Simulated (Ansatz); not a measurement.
Compare A (`C=C(F)NC`) with its isomer B (`C/C=C(\N)F`).

Computed with Ansatz on PBE0-D4/def2-TZVP structures; ΔE is electronic, products minus reactants. CCSD(T)/CBS adds triple-zeta CCSD(T) − MP2 to the extrapolated MP2 energy (def2 sets, frozen cores). Functionals use def2-TZVPP. B3LYP here is the variant with VWN-RPA as its local correlation; programs differ in this. One conformer a species, not always the lowest.

Q: Which isomer does CCSD(T)/CBS put lower? Give the gap. (Estimate.)

A: Computed: B, by 8.0 kcal/mol.

Q: Give E(B) − E(A) in kcal/mol with MP2/def2-TZVPP, CCSD/def2-TZVPP, B3LYP, r2SCAN-D4, HF/def2-TZVPP, ωB97M-V, BLYP-D4. (Estimate.)

A: The calculation gave: MP2/def2-TZVPP -8.1, CCSD/def2-TZVPP -7.6, B3LYP -7.1, r2SCAN-D4 -7.6, HF/def2-TZVPP -6.3, ωB97M-V -7.6, BLYP-D4 -6.9. None reverses the order clearly.

Q: Does the order hold for the free energy at 298.15 K (harmonic terms from PBE0-D4)? (An estimate is asked.)

A: The calculation gave: Yes: G(B) − G(A) = -8.2 kcal/mol, for one conformer each.

Largest T1 diagnostic: 0.011.

Leaving LDA and LC-ωPBE aside and taking each functional with its dispersion term where it has one, the values, not all of them listed here, spread over 1.2 kcal/mol, from B97M-V to BLYP-D4. At CCSD(T), def2-SVP lies +1.5 kcal/mol from the extrapolated value and def2-TZVPP +0.3 kcal/mol.
